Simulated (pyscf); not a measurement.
This saddle point was located with ωB97X-D3(BJ)/def2-SVP in PySCF.

```xyz
6

C      1.3933    -0.0897    -0.2204
C      0.1394     0.2249    -0.2512
H      0.5190    -0.4423     1.0674
H     -0.5428     0.7073    -0.9473
O      1.6459    -0.7012     1.2163
H      1.8108    -1.6508     1.0929
```
Charge 0, spin multiplicity 2.

Surface: doublet, charge 0. Lowest wavenumbers (cm⁻¹): 1737i, 465, 533, 671, 740.

Task: Which two sides does it connect, and which bonds change?

Result: H₂C=C•–OH ⇌ •C≡CH + water (H₂O), an elimination read from left to right: C–O, C–H broken and H–O formed. At CCSD(T)/def2-TZVPP + ΔMP2(QZVPP) it lies +76.8 kcal/mol from the left side and +23.4 kcal/mol from the right (each side as separated species at their lowest minima found). On the product side the descent ends in a complex, 6.4 kcal/mol under the separated species and 23.5 kcal/mol under the saddle at ωB97X-D3(BJ)/def2-TZVP. At ωB97X-D3(BJ) the barrier from the zero used here is 81.0 kcal/mol. The same reactants have a lower exit, to H₂C=C=O + H• (no saddle counted: cutting one bond, which may have a small barrier of its own, costs +15.9 kcal/mol at ωB97M-D3(BJ), against +78.1 kcal/mol here). H₂C=C•–OH lies 31.7 kcal/mol over its isomer H₃C–C•=O, and others may lie lower still (electronic energy, ωB97M-D3(BJ)). One saddle was located; it need not be the lowest between these sides. The CCSD(T) − MP2 part came from Ansatz, without density fitting, on the same reference. An open-shell T1 diagnostic exceeds 0.045. A UHF reference is spin-contaminated (<S²> up to 1.15), which harms MP2 most. C₂H has a Π state close over its Σ ground state, and the state reached was not checked.
